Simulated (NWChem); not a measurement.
System: C2H3, doublet; SMILES [CH]=C

Parts of the log:

```
             Northwest Computational Chemistry Package (NWChem) 7.3.0
             --------------------------------------------------------

 CS  symmetry detected

                             Geometry "geometry" -> ""
                             -------------------------

 Output coordinates in angstroms (scale by  1.889725989 to convert to a.u.)

  No.       Tag          Charge          X              Y              Z
 ---- ---------------- ---------- -------------- -------------- --------------
    1 C                    6.0000    -0.10772200    -0.71614138     0.00000000
    2 C                    6.0000    -0.00046177     0.59058224     0.00000000
    3 H                    1.0000     0.54975366    -1.58584723     0.00000000
    4 H                    1.0000     0.98007283     1.09329310     0.00000000
    5 H                    1.0000    -0.88072389     1.24590900     0.00000000

 Effective nuclear repulsion energy (a.u.)      28.2858522281

      Symmetry information
      --------------------

 Group name             Cs
 Group number              2
 Group order               2
 No. of unique centers     5

  xc_inp: hfexch multiplicative factor not found.

                                 NWChem DFT Module
                                 -----------------

 Summary of "ao basis" -> "ao basis" (spherical)
 ------------------------------------------------------------------------------
       Tag                 Description            Shells   Functions and Types
 ---------------- ------------------------------  ------  ---------------------
 C                         def2-qzvp                17       57   7s4p3d2f1g
 H                         def2-qzvp                10       30   4s3p2d1f

      Symmetry analysis of basis
      --------------------------

        a'        134
        a"         70

            General Information
            -------------------
          SCF calculation type: DFT
          Wavefunction type:  spin polarized.
          No. of atoms     :     5
          No. of electrons :    15
           Alpha electrons :     8
            Beta electrons :     7
          Charge           :     0
          Spin multiplicity:     2
          Use of symmetry is: on ; symmetry adaption is: on
          Maximum number of iterations: 150
          AO basis - number of functions:   204
                     number of shells:    64
          Convergence on energy requested:  1.00D-06
          Convergence on density requested:  1.00D-05
          Convergence on gradient requested:  5.00D-04

              XC Information
              --------------
                     Hartree-Fock (Exact) Exchange  1.000

      Superposition of Atomic Density Guess
      -------------------------------------

 Sum of atomic energies:         -76.84476707

      Non-variational initial energy
      ------------------------------

 Total energy =     -77.710911
 1-e energy   =    -157.628494
 2-e energy   =      51.631731
 HOMO         =      -0.168700
 LUMO         =       0.015486

   Symmetry analysis of molecular orbitals - initial alpha
   -------------------------------------------------------

  Numbering of irreducible representations:

     1 a'          2 a"

  Orbital symmetries:

     1 a'          2 a'          3 a'          4 a'          5 a'
     6 a'          7 a"          8 a'          9 a"         10 a'
    11 a'         12 a'         13 a'         14 a"         15 a'
    16 a'         17 a"         18 a'

   Symmetry analysis of molecular orbitals - initial beta
   ------------------------------------------------------

  Numbering of irreducible representations:

     1 a'          2 a"

  Orbital symmetries:

     1 a'          2 a'          3 a'          4 a'          5 a'
     6 a'          7 a"          8 a'          9 a"         10 a'
    11 a'         12 a'         13 a'         14 a"         15 a'
    16 a'         17 a"         18 a'

------------------------------------------------------------
EAF file 0: "./job.aoints.0" size=689438720 bytes
------------------------------------------------------------
               write      read    awrite     aread      wait
               -----      ----    ------     -----      ----
     calls:     1315         0         0         0         0
   data(b): 6.89e+08  0.00e+00  0.00e+00  0.00e+00
   time(s): 0.00e+00  0.00e+00  0.00e+00  0.00e+00  0.00e+00
rate(mb/s): 0.00e+00  0.00e+00
------------------------------------------------------------

     ---------------------------------------------
      Total Density - Mulliken Population Analysis
     ---------------------------------------------

    Atom       Charge   Shell Charges
 -----------   ------   -------------------------------------------------------
    1 C    6     6.19   1.03  0.00  0.70  0.23  0.41  0.84  0.25  0.67  1.01  0.77  0.22  0.00  0.02  0.02  0.00  0.01  0.00
    2 C    6     6.40   1.03  0.00  0.70  0.23  0.40  0.79  0.21  0.76  1.18  0.83  0.19  0.00  0.03  0.04  0.00  0.01  0.00
    3 H    1     0.80   0.10  0.29  0.30  0.07  0.00  0.01  0.02  0.00  0.00  0.00
    4 H    1     0.80   0.11  0.29  0.29  0.08  0.00  0.01  0.02  0.00  0.00  0.00
    5 H    1     0.81   0.11  0.30  0.32  0.06  0.00  0.01  0.01  0.00  0.00  0.00

     --------------------------------------------
      Spin Density - Mulliken Population Analysis
     --------------------------------------------

    Atom       Charge   Shell Charges
 -----------   ------   -------------------------------------------------------
    1 C    6     0.75   0.00  0.00 -0.00 -0.00  0.01  0.04  0.04  0.16  0.22  0.19  0.09  0.00 -0.00 -0.00  0.00 -0.00 -0.00
    2 C    6     0.07   0.00  0.00 -0.00 -0.00  0.00  0.00  0.00  0.01  0.01  0.00  0.00  0.00  0.01  0.03  0.00  0.00  0.00
    3 H    1     0.05   0.01  0.02  0.02  0.00  0.00  0.00  0.01  0.00  0.00  0.00
    4 H    1     0.08   0.01  0.03  0.01  0.02  0.00  0.00  0.01  0.00  0.00  0.00
    5 H    1     0.04   0.01  0.02  0.02 -0.00  0.00  0.00 -0.00  0.00  0.00  0.00

   convergence    iter        energy       DeltaE   RMS-Dens  Diis-err
 ---------------- ----- ----------------- --------- --------- ---------
 d= 0,ls=0.0,diis     1    -77.3789144470 -1.06D+02  9.10D-04  4.16D-02
                                                     5.37D-04  3.84D-02
 d= 0,ls=0.0,diis     2    -77.4133543188 -3.44D-02  3.99D-04  3.90D-03
                                                     1.94D-04  5.80D-03
 d= 0,ls=0.0,diis     3    -77.4195447044 -6.19D-03  1.62D-04  1.00D-03
                                                     8.83D-05  8.62D-04
 d= 0,ls=0.0,diis     4    -77.4210317397 -1.49D-03  7.75D-05  1.76D-04
                                                     6.90D-05  3.85D-04
 d= 0,ls=0.0,diis     5    -77.4217489278 -7.17D-04  6.88D-05  1.99D-04
                                                     5.53D-05  1.26D-04
  Resetting Diis
 d= 0,ls=0.0,diis     6    -77.4223435792 -5.95D-04  8.47D-05  1.24D-04
                                                     8.22D-05  1.40D-04
 d= 0,ls=0.0,diis     7    -77.4231081197 -7.65D-04  3.48D-05  1.10D-04
                                                     3.33D-05  1.05D-04
 d= 0,ls=0.0,diis     8    -77.4234007556 -2.93D-04  2.62D-04  9.66D-05
                                                     2.57D-04  9.86D-05
 d= 0,ls=0.0,diis     9    -77.4249811957 -1.58D-03  1.41D-04  3.12D-05
                                                     1.33D-04  1.35D-05
 d= 0,ls=0.0,diis    10    -77.4251731571 -1.92D-04  9.17D-05  4.68D-06
                                                     8.81D-05  5.92D-06
 d= 0,ls=0.0,diis    11    -77.4251124416  6.07D-05  6.14D-05  7.97D-06
                                                     5.92D-05  6.74D-06
 d= 0,ls=0.0,diis    12    -77.4251844915 -7.20D-05  5.27D-06  2.47D-07
                                                     4.57D-06  1.78D-07
 d= 0,ls=0.0,diis    13    -77.4251855423 -1.05D-06  6.34D-06  4.67D-08
                                                     6.10D-06  6.68D-08
 d= 0,ls=0.0,diis    14    -77.4251858088 -2.67D-07  1.25D-06  9.24D-09
                                                     1.23D-06  8.72D-09

         Total DFT energy =      -77.425185808840
      One electron energy =     -159.261698142726
           Coulomb energy =       64.949752456997
    Exchange-Corr. energy =      -11.399092351219
 Nuclear repulsion energy =       28.285852228108

 Numeric. integr. density =        0.000000000000

                  Occupations of the irreducible representations
                  ----------------------------------------------

                     irrep           alpha         beta
                     --------     --------     --------
                     a'                7.0          6.0
                     a"                1.0          1.0

                    DFT Final Alpha Molecular Orbital Analysis
                    ------------------------------------------

 Vector    6  Occ=1.000000D+00  E=-5.993627D-01  Symmetry=a'
              MO Center= -2.5D-01,  2.6D-01, -4.8D-16, r^2= 1.7D+00
   Bfn.  Coefficient  Atom+Function         Bfn.  Coefficient  Atom+Function
  ----- ------------  ---------------      ----- ------------  ---------------
   177      0.193393  5 H  s                 12     -0.179820  1 C  py
     9     -0.168907  1 C  py               176      0.164905  5 H  s
    66      0.158892  2 C  py                69      0.153576  2 C  py
    68     -0.138535  2 C  px                65     -0.134310  2 C  px
    15     -0.121857  1 C  py                72      0.093904  2 C  py

 Vector    7  Occ=1.000000D+00  E=-4.098613D-01  Symmetry=a"
              MO Center= -7.4D-02, -3.5D-01,  4.8D-14, r^2= 1.4D+00
   Bfn.  Coefficient  Atom+Function         Bfn.  Coefficient  Atom+Function
  ----- ------------  ---------------      ----- ------------  ---------------
    13      0.282103  1 C  pz                16      0.275173  1 C  pz
    10      0.251437  1 C  pz                70      0.145100  2 C  pz
    67      0.139886  2 C  pz                73      0.123028  2 C  pz
    19      0.111300  1 C  pz                76      0.049471  2 C  pz

 Vector    8  Occ=1.000000D+00  E=-4.020775D-01  Symmetry=a'
              MO Center= -1.6D-01, -4.1D-01, -3.9D-14, r^2= 1.9D+00
   Bfn.  Coefficient  Atom+Function         Bfn.  Coefficient  Atom+Function
  ----- ------------  ---------------      ----- ------------  ---------------
    11      0.291583  1 C  px                14      0.267231  1 C  px
     8      0.259881  1 C  px                 6     -0.186092  1 C  s
     7     -0.154219  1 C  s                117      0.148921  3 H  s
    17      0.142784  1 C  px               147     -0.135967  4 H  s
   177      0.135719  5 H  s                146     -0.111929  4 H  s

 Vector    9  Occ=0.000000D+00  E= 1.225379D-01  Symmetry=a'
              MO Center=  4.2D-01,  2.8D-01, -6.2D-14, r^2= 8.3D+00
   Bfn.  Coefficient  Atom+Function         Bfn.  Coefficient  Atom+Function
  ----- ------------  ---------------      ----- ------------  ---------------
    64      3.212363  2 C  s                118     -1.719963  3 H  s
   178     -1.703338  5 H  s                148     -1.183591  4 H  s
     6     -1.012739  1 C  s                 15     -0.767737  1 C  py
    72     -0.723674  2 C  py                18     -0.712163  1 C  py
    17      0.667283  1 C  px                 7      0.601377  1 C  s

 Vector   10  Occ=0.000000D+00  E= 1.313801D-01  Symmetry=a'
              MO Center=  2.8D-01, -7.3D-01, -1.1D-15, r^2= 1.0D+01
   Bfn.  Coefficient  Atom+Function         Bfn.  Coefficient  Atom+Function
  ----- ------------  ---------------      ----- ------------  ---------------
     7      6.157197  1 C  s                 64     -5.838743  2 C  s
    15      3.187602  1 C  py                72      2.970350  2 C  py
   118     -2.767871  3 H  s                117      1.656957  3 H  s
    63     -1.571312  2 C  s                  6      1.321945  1 C  s
   148      1.133718  4 H  s                178      1.124508  5 H  s

 Vector   11  Occ=0.000000D+00  E= 1.320074D-01  Symmetry=a"
              MO Center= -5.4D-03,  4.2D-01,  4.6D-15, r^2= 4.4D+00
   Bfn.  Coefficient  Atom+Function         Bfn.  Coefficient  Atom+Function
  ----- ------------  ---------------      ----- ------------  ---------------
    76      1.272557  2 C  pz                19     -0.937571  1 C  pz
    70      0.197999  2 C  pz                13     -0.152193  1 C  pz
    67      0.138341  2 C  pz                10     -0.125790  1 C  pz
    73     -0.126104  2 C  pz                31      0.065311  1 C  d -1
   187      0.039397  5 H  pz               157      0.039042  4 H  pz

                     DFT Final Beta Molecular Orbital Analysis
                     -----------------------------------------

 Vector    5  Occ=1.000000D+00  E=-6.113779D-01  Symmetry=a'
              MO Center=  2.7D-01,  7.5D-02,  2.0D-15, r^2= 1.7D+00
   Bfn.  Coefficient  Atom+Function         Bfn.  Coefficient  Atom+Function
  ----- ------------  ---------------      ----- ------------  ---------------
    69     -0.174529  2 C  py                 9      0.171934  1 C  py
    66     -0.170885  2 C  py                12      0.163198  1 C  py
   117     -0.140292  3 H  s                147     -0.137437  4 H  s
    68     -0.134674  2 C  px               146     -0.131594  4 H  s
    65     -0.126197  2 C  px               116     -0.119470  3 H  s

 Vector    6  Occ=1.000000D+00  E=-5.695863D-01  Symmetry=a'
              MO Center= -1.1D-01,  4.7D-01, -7.5D-16, r^2= 1.8D+00
   Bfn.  Coefficient  Atom+Function         Bfn.  Coefficient  Atom+Function
  ----- ------------  ---------------      ----- ------------  ---------------
    68      0.205827  2 C  px                65      0.191315  2 C  px
   177     -0.171146  5 H  s                176     -0.156550  5 H  s
    71      0.142608  2 C  px               147      0.116917  4 H  s
    69     -0.108990  2 C  py                 9      0.107832  1 C  py
    12      0.105340  1 C  py                66     -0.105114  2 C  py

 Vector    7  Occ=1.000000D+00  E=-3.970979D-01  Symmetry=a"
              MO Center= -1.9D-02,  2.5D-01,  7.7D-15, r^2= 1.4D+00
   Bfn.  Coefficient  Atom+Function         Bfn.  Coefficient  Atom+Function
  ----- ------------  ---------------      ----- ------------  ---------------
    70      0.275961  2 C  pz                73      0.277217  2 C  pz
    67      0.250396  2 C  pz                13      0.137870  1 C  pz
    10      0.134089  1 C  pz                76      0.125523  2 C  pz
    16      0.118414  1 C  pz                19      0.045359  1 C  pz

 Vector    8  Occ=0.000000D+00  E= 9.539312D-02  Symmetry=a'
              MO Center= -6.1D-01, -8.0D-01, -2.8D-14, r^2= 3.9D+00
   Bfn.  Coefficient  Atom+Function         Bfn.  Coefficient  Atom+Function
  ----- ------------  ---------------      ----- ------------  ---------------
   148      1.131746  4 H  s                147     -0.953139  4 H  s
     7     -0.925018  1 C  s                 18     -0.810695  1 C  py
    64      0.760966  2 C  s                 75     -0.738555  2 C  py
    17     -0.726632  1 C  px               177     -0.627978  5 H  s
    72      0.601909  2 C  py                 6      0.561909  1 C  s

[...]
```

Level: UHF/def2-QZVP. In the optimisation the excess spin sits in a' (Cs, its own frame). Geometry: optimised at PBE0/def2-SVP, spin-unrestricted. The determinant is spin-contaminated (<S²> = 0.95). No stability test was run on the SCF state.

Question: Write an input that gives this output.

Answer: Several could match; the one computed here: the input that was run:
```
start job
memory heap 200 mb stack 900 mb global 1100 mb
geometry units angstroms noautoz
  C     -0.109974    -0.713094     0.000000
  C     -0.009866     0.594197     0.000000
  H      0.552251    -1.579189     0.000000
  H      0.967903     1.102266     0.000000
  H     -0.893701     1.244697     0.000000
end
basis spherical
  C library def2-qzvp
  H library def2-qzvp
end
dft
  odft
  mult 2
  xc hfexch
  iterations 150
  semidirect filesize 400000000
  mulliken
end
task dft energy
```
